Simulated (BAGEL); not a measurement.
# C2H2FNS (SMILES FC1(S)C=N1) at B3LYP/6-31G(d) (density fitting with qzvpp-jkfit, spherical functions)

What is the energy change on altering one bond length of C2H2FNS at B3LYP/6-31G* (density fitting with qzvpp-jkfit, spherical functions)? 

The calculation is run with BAGEL 1.2.2.

3 further runs of the same task are left out: 1 that didn't finish, 2 set aside as unsound or not needed.

## (1) Starting point

The species is C2H2FNS (7 atoms), meant as a singlet with charge 0. As SMILES, `FC1(S)C=N1`. Geometry: relaxed at PBE0-D4/def2-TZVP. This is one conformer, not always the lowest.

Bond lengths: F1–C2 1.363 Å, C2–S3 1.769 Å, C2–C4 1.421 Å, C2–N5 1.472 Å, C4–N5 1.259 Å, S3–H6 1.345 Å, C4–H7 1.082 Å. Some angles: F1–C2–S3 112.7°, F1–C2–C4 118.2°, F1–C2–N5 113.9°, S3–C2–C4 124.3°, S3–C2–N5 122.6°, C4–C2–N5 51.5°, C2–C4–N5 66.3°, C2–N5–C4 62.1°, C2–S3–H6 95.3°, C2–C4–H7 153.8°.

## (2) The energy at B3LYP/6-31G(d) (density fitting with qzvpp-jkfit, spherical functions)

Input file input.json:

```json
{ "bagel" : [

{
  "title" : "molecule",
  "basis" : "6-31gs.json",
  "df_basis" : "qzvpp-jkfit",
  "angstrom" : true,
  "geometry" : [
    { "atom" : "F", "xyz" : [      -0.920500,      -1.323900,       0.173800 ] },
    { "atom" : "C", "xyz" : [      -0.150000,      -0.203700,       0.075900 ] },
    { "atom" : "S", "xyz" : [       0.372900,       0.406500,       1.652100 ] },
    { "atom" : "C", "xyz" : [      -0.273800,       0.595700,      -1.092400 ] },
    { "atom" : "N", "xyz" : [       0.718500,      -0.178200,      -1.112300 ] },
    { "atom" : "H", "xyz" : [       1.082000,      -0.688200,       1.979900 ] },
    { "atom" : "H", "xyz" : [      -0.768000,       1.323700,      -1.722600 ] }
  ]
},

{ "title" : "ks", "xc_func" : "b3lyp", "charge" : 0 },

{ "title" : "print", "file" : "orbitals.molden", "orbitals" : true }

]}
```

The basis set 6-31G* is read from a file made from the Basis Set Exchange's data (not shown).

Run with:

```
$ BAGEL_NUM_THREADS=1 BAGEL input.json > input.out
```

Output:

```text
* using 1 threads per process

  ===============================================================
  ===============================================================

  *** Geometry ***

  { "atom" : "F", "xyz" : [     -1.739493,     -2.501808,      0.328434 ] },
  { "atom" : "C", "xyz" : [     -0.283459,     -0.384937,      0.143430 ] },
  { "atom" : "S", "xyz" : [      0.704679,      0.768174,      3.122017 ] },
  { "atom" : "C", "xyz" : [     -0.517407,      1.125710,     -2.064337 ] },
  { "atom" : "N", "xyz" : [      1.357768,     -0.336749,     -2.101942 ] },
  { "atom" : "H", "xyz" : [      2.044684,     -1.300510,      3.741469 ] },
  { "atom" : "H", "xyz" : [     -1.451310,      2.501430,     -3.255242 ] },

  Number of auxiliary basis functions:      468

  Since a DF basis is specified, we compute 2- and 3-index integrals:
    o Being stored without compression. Storage requirement is 0.023 GB

  Number of basis functions:       78
  Number of electrons      :       46

    * METHOD: MOLECULE                             0.22

  *** Kohn-Sham DFT ***

    * Removing 13353 points whose weight is below 1.00e-10
    * Grid points: 90989

  === Nuclear Repulsion ===
   210.9699103320

       - DIIS with orbital gradients will be used.

  === KS iteration (b3lyp / 6-31gs.json) ===
      0       -598.33137288          0.14999205           0.34
      1       -557.08825096          0.19616607           0.60
      2       -573.71490002          0.19621200           0.38
      3       -621.88610120          0.10785187           0.32
      4       -629.12368675          0.04258020           0.36
      5       -629.49925152          0.03732482           0.37
      6       -630.06944077          0.00747482           0.36
      7       -630.07216421          0.00712255           0.34
      8       -630.09090572          0.00195852           0.32
      9       -630.09231779          0.00039135           0.32
     10       -630.09239012          0.00012170           0.33
     11       -630.09239722          0.00002932           0.33
     12       -630.09239746          0.00001803           0.33
     13       -630.09239760          0.00000722           0.32
     14       -630.09239762          0.00000366           0.32
     15       -630.09239762          0.00000085           0.32
     16       -630.09239762          0.00000028           0.32
     17       -630.09239762          0.00000009           0.33
     18       -630.09239762          0.00000004           0.33
     19       -630.09239762          0.00000002           0.33
     20       -630.09239762          0.00000001           0.32
     21       -630.09239762          0.00000000           0.32
    * SCF iteration converged.

    * Permanent dipole moment:
           (    0.231624,    -0.501830,     0.191089) a.u.

    * METHOD: KS                                   8.13

    * METHOD: PRINT                                0.02

  ===============================================================
```

Run time: 8.7 s. Hardware: 1 thread of AMD EPYC 7B13 (Zen 3), shared host; peak memory 0.36 GiB.

## (3) The distorted shape

Input file input.json:

```json
{ "bagel": [

{
  "title": "molecule",
  "basis": "6-31gs.json",
  "df_basis": "qzvpp-jkfit",
  "angstrom": true,
  "geometry": [
    { "atom": "F", "xyz": [      -0.673422,      -1.687868,       0.488872 ] },
    { "atom": "C", "xyz": [       0.097078,      -0.567668,       0.390972 ] },
    { "atom": "S", "xyz": [       0.619978,       0.042532,       1.967172 ] },
    { "atom": "C", "xyz": [      -0.026722,       0.231732,      -0.777328 ] },
    { "atom": "N", "xyz": [       0.965578,      -0.542168,      -0.797228 ] },
    { "atom": "H", "xyz": [       1.329078,      -1.052168,       2.294972 ] },
    { "atom": "H", "xyz": [      -0.768000,       1.323700,      -1.722600 ] }
  ]
},

{ "title": "ks", "xc_func": "b3lyp" },

{ "title": "print", "file": "orbitals.molden", "orbitals": true }

]}
```

The basis set 6-31G* is read from a file made from the Basis Set Exchange's data (not shown).

Run with:

```
$ BAGEL_NUM_THREADS=1 BAGEL input.json > input.out
```

Output:

```text
* using 1 threads per process

  ===============================================================
  ===============================================================

  *** Geometry ***

  { "atom" : "F", "xyz" : [     -1.272583,     -3.189608,      0.923834 ] },
  { "atom" : "C", "xyz" : [      0.183451,     -1.072737,      0.738830 ] },
  { "atom" : "S", "xyz" : [      1.171589,      0.080374,      3.717416 ] },
  { "atom" : "C", "xyz" : [     -0.050497,      0.437910,     -1.468937 ] },
  { "atom" : "N", "xyz" : [      1.824678,     -1.024549,     -1.506543 ] },
  { "atom" : "H", "xyz" : [      2.511593,     -1.988309,      4.336869 ] },
  { "atom" : "H", "xyz" : [     -1.451310,      2.501430,     -3.255242 ] },

  Number of auxiliary basis functions:      468

  Since a DF basis is specified, we compute 2- and 3-index integrals:
    o Being stored without compression. Storage requirement is 0.023 GB

  Number of basis functions:       78
  Number of electrons      :       46

    * METHOD: MOLECULE                             0.22

  *** Kohn-Sham DFT ***

    * Removing 12844 points whose weight is below 1.00e-10
    * Grid points: 91498

  === Nuclear Repulsion ===
   208.9867773451

       - DIIS with orbital gradients will be used.

  === KS iteration (b3lyp / 6-31gs.json) ===
      0       -598.81645052          0.14993467           0.34
      1       -558.85787710          0.19644041           0.52
      2       -574.49455234          0.19656514           0.45
      3       -622.51984785          0.10466987           0.33
      4       -629.10387127          0.04147292           0.37
      5       -629.37658893          0.03840571           0.34
      6       -629.99219325          0.00754445           0.33
      7       -629.99502879          0.00744180           0.33
      8       -630.01353942          0.00292422           0.33
      9       -630.01701585          0.00034664           0.34
     10       -630.01708711          0.00009502           0.34
     11       -630.01709266          0.00004931           0.34
     12       -630.01709369          0.00001504           0.33
     13       -630.01709381          0.00000618           0.34
     14       -630.01709382          0.00000364           0.34
     15       -630.01709382          0.00000063           0.33
     16       -630.01709382          0.00000028           0.33
     17       -630.01709382          0.00000013           0.33
     18       -630.01709382          0.00000004           0.33
     19       -630.01709382          0.00000001           0.33
     20       -630.01709382          0.00000001           0.33
     21       -630.01709382          0.00000000           0.33
    * SCF iteration converged.

    * Permanent dipole moment:
           (    0.157979,    -0.385052,     0.033181) a.u.

    * METHOD: KS                                   8.21

    * METHOD: PRINT                                0.02

  ===============================================================
```

It took 8.7 s on 1 thread of AMD EPYC 7B13 (Zen 3), shared host; peak memory 0.36 GiB.

## (4) Summary of results

At B3LYP/6-31G* (density fitting with qzvpp-jkfit, spherical functions):

| quantity | value |
| --- | --- |
| first shape: total energy | -630.09240 Eh |
| first shape: dipole moment | 1.49 D |
| first shape: HOMO energy | -7.10 eV |
| first shape: LUMO energy | -1.20 eV |
| first shape: HOMO–LUMO gap | 5.91 eV |
| distorted shape: total energy | -630.01709 Eh |
| distorted shape: dipole moment | 1.06 D |
| distorted shape: HOMO energy | -7.24 eV |
| distorted shape: LUMO energy | -1.91 eV |
| distorted shape: HOMO–LUMO gap | 5.33 eV |
| energy change with the C4–H7 bond stretched from 1.082 to 1.623 Å | 2.049 eV |

What this shows: With the C4–H7 bond stretched from 1.082 to 1.623 Å the energy rises by 2.05 eV (47 kcal/mol). The first shape isn't relaxed at this level, so the change isn't measured from a minimum.
